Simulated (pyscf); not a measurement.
## Routes from HO–SiH₂–O–SiH₃ (SMILES O[SiH2]O[SiH3]) + HF (SMILES F)

Candidate steps break at most two bonds and form at most two. Each was searched with GFN2-xTB (tblite) first. Structures and frequencies: ωB97X-D3(BJ)/def2-SVP in PySCF. Energies: ωB97M-D3(BJ)/def2-TZVP, eV, from the separated reactants, singlet surface; ΔG‡ with ideal gas, 1 atm, RRHO with modes under 100 cm⁻¹ raised to 100, one conformer, R ln 2 for chiral ones without a mode under 150 cm⁻¹.

```tsv
products	type	ΔE‡	ΔE	ΔG‡ 298 K	ΔG‡ 900 K	ν‡ (cm⁻¹)
F–SiH₂–O–SiH₃ + H₂O	four-centre exchange	0.63	-0.44	1.13	2.19	559i
HO–SiH₂–F + HO–SiH₃	four-centre exchange	0.67	-0.29	1.15	2.15	556i
```

Row 1: On the reactant side the descent ends in a bound adduct, 0.38 eV under the separated species and 1.02 eV under the saddle at ωB97X-D3(BJ)/def2-TZVP. Row 2: On the reactant side the descent ends in a complex, 0.34 eV under the separated species and 1.03 eV under the saddle at ωB97X-D3(BJ)/def2-TZVP. On the product side the descent ends in a complex (not fully relaxed), 0.19 eV under the separated species and 1.10 eV under the saddle at ωB97X-D3(BJ)/def2-TZVP. 

Plain bond fissions and candidates not yet searched are not listed, and one of them may be faster. Each barrier is that of the saddle found; lower ones may exist.
